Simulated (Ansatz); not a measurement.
# CH5B: molecular dynamics

Purpose: to follow the molecule's vibrations and see whether its bonds hold. The start is relaxed first. Runs: 150 steps of 0.5 fs under a Nosé-Hoover thermostat at 300 K; 150 steps of 0.5 fs at constant energy, with velocities drawn for 700 K. SMILES of the start: BC.

Program: Ansatz 0.2.0. Level of theory: RKS PBE-D4/def2-SVP. These are calculated values, not measurements.

### 1 The system as given

Bond lengths: B1–C2 1.613 Å, B1–H3 1.091 Å, B1–H4 1.150 Å, C2–H5 1.093 Å, C2–H6 1.114 Å, C2–H7 1.089 Å. Angles: B1–C2–H5 109.2°, B1–C2–H6 108.7°, B1–C2–H7 112.9°, H5–C2–H6 108.6°, H5–C2–H7 109.4°, H6–C2–H7 107.9°, C2–B1–H3 123.4°, C2–B1–H4 115.5°, H3–B1–H4 121.1°.

Structure file:

```xyz
7

B    -0.2114   -0.9100    0.0454
C     0.1819    0.6525   -0.0334
H     0.4065   -1.6614    0.5393
H    -1.2159   -1.1927   -0.4390
H     0.3226    1.0389    0.9794
H     1.1433    0.7519   -0.5878
H    -0.5658    1.2527   -0.5495
```

### 2 Relaxing the start

Input file input.yaml:

```yaml
crystal:
  periodic: [false, false, false]
  atoms:
    - { symbol: B, position_ang: [-0.2114, -0.91, 0.0454] }
    - { symbol: C, position_ang: [0.1819, 0.6525, -0.0334] }
    - { symbol: H, position_ang: [0.4065, -1.6614, 0.5393] }
    - { symbol: H, position_ang: [-1.2159, -1.1927, -0.439] }
    - { symbol: H, position_ang: [0.3226, 1.0389, 0.9794] }
    - { symbol: H, position_ang: [1.1433, 0.7519, -0.5878] }
    - { symbol: H, position_ang: [-0.5658, 1.2527, -0.5495] }
basis:
  gaussian: { orbitals: def2-SVP }
hamiltonian:
  xc: pbe
  dispersion: d4
relax:
  f_tol: 0.02
  max_steps: 40
output:
  orbitals: {}
```

Command:

```bash
$ ansatz run input.yaml --threads 1 --pin off --max-ram 2048MiB --backend cpu --events-out ev --progress --plain --runs-dir out
```

Standard output, shortened:

```text
Warning: RAYON_NUM_THREADS=1 ignored (pool sized by the plan → 1); use --threads N
[...]
Functional definition: PBE
[...]
602 factors; their error is unknown
[...]
mean field -1789.37695419 eV, -65.7583901832 hartree, gradient 2.3e-5 eV, S^2 0.000000; 0 other end points of the search recorded, 0 dependent functions left out
[...]
reference -1789.37698319 eV, -65.7583912490 hartree; 8, 8 occupied and 45, 45 virtual orbitals, 602 factors
relax step   1: F+E_penalty+E_count = -1789.43824117 eV  Δ(F+E_penalty+E_count) = +0.000e0 eV  max|allowed force component| = 4.244e0 eV/Å  Δτ_max = 0.0000 Å  (22 SCF iters, accepted)
[...]
relax step   4: F+E_penalty+E_count = -1789.79294419 eV  Δ(F+E_penalty+E_count) = -4.183e-2 eV  max|allowed force component| = 3.298e-1 eV/Å  Δτ_max = 0.0686 Å  (25 SCF iters, accepted)
[...]
relax step   7: F+E_penalty+E_count = -1789.79397259 eV  Δ(F+E_penalty+E_count) = +1.300e-2 eV  max|allowed force component| = 4.456e-1 eV/Å  Δτ_max = 0.1952 Å  (24 SCF iters, rejected (line search))
[...]
relax step  10: F+E_penalty+E_count = -1789.81019169 eV  Δ(F+E_penalty+E_count) = -4.983e-4 eV  max|allowed force component| = 1.209e-2 eV/Å  Δτ_max = 0.0319 Å  (25 SCF iters, accepted)
[...]
relax step  11: F+E_penalty+E_count = -1789.81013263 eV  Δ(F+E_penalty+E_count) = +5.906e-5 eV  max|allowed force component| = 4.324e-2 eV/Å  Δτ_max = 0.0201 Å  (25 SCF iters, rejected (line search))
[...]
relax step  12: F+E_penalty+E_count = -1789.81024444 eV  Δ(F+E_penalty+E_count) = -5.275e-5 eV  max|allowed force component| = 1.917e-2 eV/Å  Δτ_max = 0.0099 Å  (26 SCF iters, accepted)
602 factors; their error is unknown
[...]
mean field -1789.74893665 eV, -65.7720602864 hartree, gradient 2.2e-5 eV, S^2 0.000000; 1 other end points of the search recorded, 0 dependent functions left out
[...]
reference -1789.74896617 eV, -65.7720613714 hartree; 8, 8 occupied and 45, 45 virtual orbitals, 602 factors
Total energy: -1789.81027397 eV, -65.7743143913 hartree
Atom 0 at    -0.248775    -0.851665     0.045222 Å, force     0.019170    -0.004171    -0.016668 eV/Å
Atom 1 at     0.136424     0.655180     0.017603 Å, force    -0.000404    -0.001475     0.003988 eV/Å
Atom 2 at     0.325989    -1.630617     0.787653 Å, force    -0.007318     0.001326     0.006595 eV/Å
Atom 3 at    -1.071876    -1.305702    -0.732395 Å, force    -0.004090     0.003899     0.005525 eV/Å
Atom 4 at     0.570122     1.058279     0.954020 Å, force    -0.001606     0.000551    -0.002206 eV/Å
Atom 5 at     0.977525     0.662555    -0.725708 Å, force    -0.005641    -0.001487     0.001727 eV/Å
Atom 6 at    -0.628208     1.343869    -0.391996 Å, force    -0.000110     0.001358     0.001039 eV/Å
Dipole moment:     0.071402     0.168545    -0.027117 e Å
```

Wall time 21 s (1 thread of AMD EPYC (Zen 3), shared host); peak memory 0.11 GiB.

The steps of the relaxation:

| step | energy from step 1 (eV) | largest force component (eV/Å) |
| --- | --- | --- |
| 1 | 0.0000 | 4.2437 |
| 2 | -0.3129 | 1.3844 |
| 3x | -0.2833 | 0.6665 |
| 4 | -0.3547 | 0.3298 |
| 5 | -0.3619 | 0.1704 |
| 6 | -0.3687 | 0.0354 |
| 7x | -0.3557 | 0.4456 |
| 8 | -0.3715 | 0.0185 |
| 9x | -0.3708 | 0.0982 |
| 10 | -0.3720 | 0.0121 |
| 11x | -0.3719 | 0.0432 |
| 12 | -0.3720 | 0.0192 |

Step 1 is the start. 4 steps were tried and not accepted (marked x).

After: Bond lengths: B1–C2 1.556 Å, B1–H3 1.220 Å, B1–H4 1.220 Å, C2–H5 1.108 Å, C2–H6 1.123 Å, C2–H7 1.108 Å. Angles: B1–C2–H5 115.7°, B1–C2–H6 101.8°, B1–C2–H7 116.0°, H5–C2–H6 105.3°, H5–C2–H7 110.9°, H6–C2–H7 105.6°, C2–B1–H3 120.8°, C2–B1–H4 121.1°, H3–B1–H4 117.9°.

### 3 Run 1

150 steps of 0.5 fs under a Nosé-Hoover thermostat at 300 K, from the relaxed start.

Input file input.yaml:

```yaml
crystal:
  periodic: [false, false, false]
  atoms:
    - { symbol: B, position_ang: [-0.248775, -0.851665, 0.045222] }
    - { symbol: C, position_ang: [0.136424, 0.65518, 0.017603] }
    - { symbol: H, position_ang: [0.325989, -1.630617, 0.787653] }
    - { symbol: H, position_ang: [-1.071876, -1.305702, -0.732395] }
    - { symbol: H, position_ang: [0.570122, 1.058279, 0.95402] }
    - { symbol: H, position_ang: [0.977525, 0.662555, -0.725708] }
    - { symbol: H, position_ang: [-0.628208, 1.343869, -0.391996] }
basis:
  gaussian: { orbitals: def2-SVP }
hamiltonian:
  xc: pbe
  dispersion: d4
md:
  timestep: 0.5
  n_steps: 150
  ensemble: nvt_nose_hoover
  temperature: 300.0
  initial_velocities: maxwell_boltzmann
  seed: 51521
```

Command:

```bash
$ ansatz run input.yaml --threads 1 --pin off --max-ram 2048MiB --backend cpu --events-out ev --progress --plain --runs-dir out
```

Standard output, shortened:

```text
Warning: RAYON_NUM_THREADS=1 ignored (pool sized by the plan → 1); use --threads N
[...]
[... 1 set-up line as earlier in the session ...]
[...]
602 factors; their error is unknown
[...]
mean field -1789.74892571 eV, -65.7720598844 hartree, gradient 3.7e-5 eV, S^2 0.000000; 0 other end points of the search recorded, 0 dependent functions left out
[...]
reference -1789.74895526 eV, -65.7720609705 hartree; 8, 8 occupied and 45, 45 virtual orbitals, 602 factors
md step     0: t =     0.00 fs  T =   300.0 K  F+E_penalty+E_count = -1789.81023350 eV  E_kin = 0.193890 eV  conserved = -1789.61634350 eV  (22 SCF iters)
[...]
md step    19: t =     9.50 fs  T =    68.8 K  F+E_penalty+E_count = -1789.65996965 eV  E_kin = 0.044446 eV  conserved = -1789.61569529 eV  (25 SCF iters)
[...]
md step    38: t =    19.00 fs  T =   136.2 K  F+E_penalty+E_count = -1789.70206134 eV  E_kin = 0.088016 eV  conserved = -1789.61562694 eV  (25 SCF iters)
[...]
md step    57: t =    28.50 fs  T =   185.9 K  F+E_penalty+E_count = -1789.73227686 eV  E_kin = 0.120122 eV  conserved = -1789.61588997 eV  (26 SCF iters)
[...]
md step    74: t =    37.00 fs  T =   155.8 K  F+E_penalty+E_count = -1789.70954907 eV  E_kin = 0.100724 eV  conserved = -1789.61586820 eV  (26 SCF iters)
md step    75: t =    37.50 fs  T =   162.8 K  F+E_penalty+E_count = -1789.71397564 eV  E_kin = 0.105211 eV  conserved = -1789.61600018 eV  (26 SCF iters)
```

### 4 More of the same log: dynamics from the start

Output, continued, shortened:

```text
md step    76: t =    38.00 fs  T =   165.9 K  F+E_penalty+E_count = -1789.71584142 eV  E_kin = 0.107207 eV  conserved = -1789.61607097 eV  (26 SCF iters)
[...]
md step    94: t =    47.00 fs  T =   123.6 K  F+E_penalty+E_count = -1789.68490141 eV  E_kin = 0.079856 eV  conserved = -1789.61567014 eV  (27 SCF iters)
[...]
md step   112: t =    56.00 fs  T =   186.5 K  F+E_penalty+E_count = -1789.71988888 eV  E_kin = 0.120504 eV  conserved = -1789.61581047 eV  (26 SCF iters)
[...]
md step   130: t =    65.00 fs  T =   183.1 K  F+E_penalty+E_count = -1789.71270024 eV  E_kin = 0.118328 eV  conserved = -1789.61593439 eV  (26 SCF iters)
[...]
md step   148: t =    74.00 fs  T =   144.8 K  F+E_penalty+E_count = -1789.67823335 eV  E_kin = 0.093584 eV  conserved = -1789.61559424 eV  (25 SCF iters)
[...]
md step   149: t =    74.50 fs  T =   132.5 K  F+E_penalty+E_count = -1789.66994564 eV  E_kin = 0.085659 eV  conserved = -1789.61558102 eV  (25 SCF iters)
[...]
md step   150: t =    75.00 fs  T =   124.5 K  F+E_penalty+E_count = -1789.66447517 eV  E_kin = 0.080489 eV  conserved = -1789.61560620 eV  (23 SCF iters)
Total energy: -1789.66450455 eV, -65.7689574641 hartree
Atom 0 at    -0.276198    -0.880987     0.060858 Å, force     1.120500     0.526880    -0.570490 eV/Å
Atom 1 at     0.154970     0.664547     0.000668 Å, force    -0.677341     0.388986     0.976185 eV/Å
Atom 2 at     0.383635    -1.668020     0.764109 Å, force    -0.488549     0.328248    -0.118553 eV/Å
Atom 3 at    -1.080171    -1.345082    -0.750859 Å, force    -0.002102     0.155860     0.399131 eV/Å
Atom 4 at     0.575470     1.091157     0.968731 Å, force    -0.461034    -0.453386    -0.482873 eV/Å
Atom 5 at     0.998036     0.871094    -0.681431 Å, force     0.314952    -0.484400    -0.442381 eV/Å
Atom 6 at    -0.630315     1.382079    -0.374862 Å, force     0.193576    -0.462188     0.238981 eV/Å
Dipole moment:     0.044757     0.165886    -0.005439 e Å
```

It took 4.2 min on 1 thread of AMD EPYC (Zen 3), shared host; peak memory 0.1 GiB.

### 5 Frames and traces

One step in 8; energies are changes from step 0:

| time (fs) | T (K) | potential energy change (meV/atom) | conserved energy change (meV/atom) |
| --- | --- | --- | --- |
| 0.0 | 300 | 0.0 | 0.00 |
| 4.0 | 163 | 12.7 | 0.08 |
| 8.0 | 47 | 23.5 | 0.13 |
| 12.0 | 136 | 15.2 | 0.06 |
| 16.0 | 199 | 9.5 | 0.03 |
| 20.0 | 131 | 15.9 | 0.09 |
| 24.0 | 106 | 18.4 | 0.11 |
| 28.0 | 190 | 10.7 | 0.05 |
| 32.0 | 216 | 8.5 | 0.04 |
| 36.0 | 144 | 15.5 | 0.11 |
| 40.0 | 128 | 17.2 | 0.08 |
| 44.0 | 132 | 16.9 | 0.04 |
| 48.0 | 144 | 16.1 | 0.07 |
| 52.0 | 185 | 12.6 | 0.09 |
| 56.0 | 186 | 12.9 | 0.08 |
| 60.0 | 140 | 17.5 | 0.06 |
| 64.0 | 137 | 18.2 | 0.10 |
| 68.0 | 227 | 10.4 | 0.10 |
| 72.0 | 219 | 11.7 | 0.06 |
| 75.0 | 125 | 20.8 | 0.11 |

time (fs), T (K) and a bar:
```
      0.0        300 ##############################
      3.5        172 ############
      6.5         94 #
     10.0         87 
     13.0        144 ########
     16.5        197 ###############
     19.5        131 ######
     23.0        120 #####
     26.0        152 #########
     29.5        177 #############
     32.5        221 ###################
     36.0        144 ########
     39.0        155 ##########
     42.5        111 ###
     45.5        121 #####
     49.0        161 ##########
     52.0        185 ##############
     55.5        201 ################
     58.5        149 #########
     62.0        100 ##
     65.0        183 ##############
     68.5        229 ####################
     71.5        234 #####################
     75.0        125 #####
```

[end of part 1 of 2]
